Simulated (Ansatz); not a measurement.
# BClO: taking an electron away

An exercise on one series of results from a longer session: the logs are not shown, and one member is left open.

Method: unrestricted cation, the program's frozen cores in correlated methods; program: Ansatz 0.2.0, Gaussian basis.

Plan: UKS PBE-D4/def2-TZVPP; UKS r2SCAN-D4/def2-TZVPP; UKS PBE0-D4/def2-TZVPP; UKS B3LYP-D4/def2-TZVPP; UKS wB97X-V/def2-TZVPP; UKS wB97M-V/def2-TZVPP; UKS B2PLYP/def2-TZVPP; UHF-CCSD(T)/def2-TZVPP; UHF-MP2/def2-QZVPP; extrapolation to the limit; then −ε(HOMO) from the neutral's earlier runs with LDA (SPW92), PBE-D4, revPBE-D4, BLYP-D4, r2SCAN-D4, B97M-V, PBE0-D4, B3LYP-D4, r2SCANh-D4, r2SCAN0-D4, HSE06-D4, BHLYP-D4, CAM-B3LYP-D4, LC-ωPBE, ωB97X-V, ωB97M-V.

1 further run of the same task is left out (it didn't finish).

## The geometry

All runs share one geometry, relaxed beforehand with PBE0-D4 in a triple-zeta def2 set.

SMILES `O=BCl`, 3 atoms, charge 0, spin multiplicity 1.

Atoms are counted from 1 here; the program's logs count them from 0.

Bond lengths: O1–B2 1.204 Å, B2–Cl3 1.680 Å. Angles: O1–B2–Cl3 180.0°.

The first run:

in.yaml reads:

```yaml
crystal:
  periodic: [false, false, false]
  atoms:
    - {symbol: O, position_ang: [1.035555, 0.615451, 0.636797]}
    - {symbol: B, position_ang: [0.120859, 0.071677, 0.074303]}
    - {symbol: Cl, position_ang: [-1.156414, -0.687118, -0.711100]}
basis:
  gaussian: {orbitals: def2-TZVPP}
total_charge: 1
magnetization: {spin_polarized: true, initial_magnetization: 1}
hamiltonian: {xc: pbe, dispersion: d4}
```

The run is started by

```bash
$ ansatz run in.yaml --threads 2 --pin off --events-out ev --progress --plain --max-ram 32768MiB --backend cpu
```

Among the steps run: Cation, UKS PBE-D4/def2-TZVPP; Cation, UKS r2SCAN-D4/def2-TZVPP; Cation, UKS PBE0-D4/def2-TZVPP; Cation, UKS B3LYP-D4/def2-TZVPP; Cation, UKS wB97X-V/def2-TZVPP; Cation, UKS wB97M-V/def2-TZVPP; Cation, UKS B2PLYP (frozen core)/def2-TZVPP; Cation, UHF-CCSD(T)/def2-TZVPP; Cation, UHF-MP2/def2-QZVPP.

One table of the session follows, with a row left open; its other results are not shown here.

It belongs to the step «Ionisation energies side by side». Orbital estimates, from the neutral's runs:

| functional | −ε(HOMO) (eV) |
| --- | --- |
| LDA (SPW92) | 8.66 |
| PBE-D4 | 8.45 |
| revPBE-D4 | 8.37 |
| BLYP-D4 | 8.30 |
| r2SCAN-D4 | 8.76 |
| B97M-V | 8.77 |
| PBE0-D4 | 9.95 |
| B3LYP-D4 | 9.67 |
| r2SCANh-D4 | 9.33 |
| r2SCAN0-D4 | 10.18 |
| HSE06-D4 | 9.54 |
| BHLYP-D4 | 11.34 |
| CAM-B3LYP-D4 | 11.38 |
| LC-ωPBE | 12.81 |
| ωB97X-V | 12.39 |
| ωB97M-V | ? |

Estimate the missing values for ωB97M-V.

As computed: −ε(HOMO) (eV): 12.27. In the column «−ε(HOMO) (eV)» it lies between CAM-B3LYP-D4 (11.38) and ωB97X-V (12.39).

Caveats from the session: The cation may have settled in a state other than its lowest; no search over hole states beyond the program's own was made.
